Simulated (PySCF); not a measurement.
Species: CH₄.
Numbering: `[CH4:1]` (hydrogens: H2, H3, H4, H5 on C1)

Structure used (PBE0-D3(BJ)/def2-TZVP), in Å, numbered top down from 1:
```xyz
5
CH4 angstrom
C      0.0065   -0.0063   -0.0079
H      0.8850   -0.1762   -0.6296
H     -0.4913   -0.9561    0.1847
H     -0.6793    0.6650   -0.5240
H      0.3116    0.4421    0.9371
```

All values: wB97X-D/pcSseg-2 (PySCF, non-relativistic), on one gas-phase PBE0-D3(BJ)/def2-TZVP geometry that isn't relaxed in the solvent. The solvent is an IEF-PCM continuum (Bondi radii, 1.10 Å for H, scaled by 1.2). Specific hydrogen bonds and non-electrostatic terms are outside this model.

Gas phase at wB97X-D/pcSseg-2: HOMO -12.96 eV, LUMO 2.51 eV, dipole 0.00 D.

Q: What does the continuum do to the energy, the frontier levels and the dipole at wB97X-D/pcSseg-2 in chloroform?

A: 
```json
{"solvent": "chloroform", "ε": "4.711", "E(solvent) − E(gas) (kcal/mol)": "-0.30", "polarisation term (kcal/mol)": "-0.31", "distortion of the solute (kcal/mol)": "0.01", "HOMO (eV)": "-12.88", "LUMO (eV)": "2.59", "dipole (D)": "0.00"}
```

Polarisation term: ½ Σ q·V over the induced surface charges. Distortion: the rise of the solute's own energy as its density leaves the gas-phase optimum.

Hardware: one thread, Arm Neoverse V1 (aarch64), no GPU (shared host). Cost: 1.6 s wall, 0.34 GiB resident at most. This is the whole shielding run at wB97X-D/pcSseg-2 in chloroform, SCF included.

wB97X-D is run here without its empirical dispersion term; that term would change no orbital, density or response property at a fixed geometry.
